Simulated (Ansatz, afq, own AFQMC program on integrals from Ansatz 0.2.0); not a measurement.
Integrals from Ansatz 0.2.0, then the random walk in our own AFQMC program (afq).

```yaml
crystal:
  periodic: [false, false, false]
  atoms:
    - {symbol: Al, position_ang: [0.000000, -0.104009, 0.648758]}
    - {symbol: N, position_ang: [0.000000, 0.087527, -1.114734]}
    - {symbol: H, position_ang: [0.000000, 1.256470, 1.498750]}
    - {symbol: H, position_ang: [0.000000, 0.977077, -1.591329]}
    - {symbol: H, position_ang: [0.000000, -0.665655, -1.783277]}
basis:
  gaussian: {orbitals: cc-pVDZ}
total_charge: 1
magnetization: {spin_polarized: false}
correlation: {method: ccsd_t, electrons: outside_noble_gas, hamiltonian_folder: ham}
```

```sh
$ ansatz run in.yaml --threads 1 --pin off --events-out ev --progress --plain --max-ram 16896MiB --backend cuda --devices 0, --max-vram 18GiB
```

afq runs on the folder ham with

```
--method phaseless --trial hf --walkers 4000 --populations 20 --least-time 40 --time-step 0.005 --steps-per-block 20 --equilibration-blocks 112 --max-blocks 4000 --target-error 0.0009500 --factor-cut 1e-05 --seed 6490 --taylor-order 6
```

Times are imaginary, in 1/Eh. The walk had a cap of 49 s. With eight or more populations the least sampling time is a fifth of least-time, and the error comes from their spread.

Log:

```
orbitals 41  electrons 5 5  factors 319 of 445
reference energy -297.83052129 Eh
CCSD correlation -0.24757765 Eh in 12 cycles, weight of the determinant in the CISD state 0.8919
energy of the start -297.830521 Eh
 block  time / (1/Eh)  mean weight  energy / Eh
     1     0.100  1.0013  -297.893560
     2     0.200  1.0018  -297.938836
     3     0.300  1.0020  -297.971514
     4     0.400  1.0017  -297.993999
     5     0.500  1.0012  -298.008740
     8     0.800  1.0009  -298.042407
    13     1.300  1.0007  -298.070707
    25     2.500  0.9999  -298.078659
    31     3.100  0.9997  -298.085918
    49     4.900  1.0001  -298.086450
    67     6.700  0.9998  -298.085440
    85     8.500  1.0000  -298.090396
   103    10.300  1.0000  -298.086907
   121    12.100  1.0005  -298.102140
   139    13.900  0.9998  -298.086087
   157    15.700  1.0000  -298.092883
   175    17.500  1.0002  -298.095087
   193    19.300  1.0000  -298.095224
   211    21.100  1.0001  -298.097483
   229    22.900  1.0002  -298.094732
   241    24.100  0.9997  -298.095636
error from the spread of 20 populations
energy -298.092205 +/- 0.000909 Eh
(rows thinned)
```

The run passed its tests (sampling time, drift between the halves within three errors, error under three times the target), which doesn't prove that it has relaxed.

Against this walk (error 24.7 meV) on the same determinant: CCSD(T) 206.4 meV higher, CCSDT(Q) 171.2 meV higher, CCSDTQ 173.7 meV higher, a separate phaseless walk with a CISD trial and standard settings 176.3 ± 25.0 meV higher. The error is statistical and leaves out the bias of the constraint. CCSDTQ is the surest value here, so the walk's 174 meV below it is most likely the bias of the constraint with this trial, which can have either sign.

Cautions: constraint bias not in the error; raised T1 diagnostic (T1 0.021, weight of the determinant 0.89, largest double 0.07).

The walk took 16 s on 1 × NVIDIA H100 80GB HBM3 with 2 threads of AMD EPYC 7R13 Processor (Zen 3), with other jobs on the host (the card was shared). The log's last line is the phaseless energy.

CCSDT and higher add their correlation energy to the determinant of the CCSD(T) run, since their own runs factorise the integrals more tightly (a shift of under 2 meV). A walk keeps the symmetry of its determinant, which the program's search chose and which needn't be the lowest solution, so a lower state of the same spin and another symmetry isn't excluded.
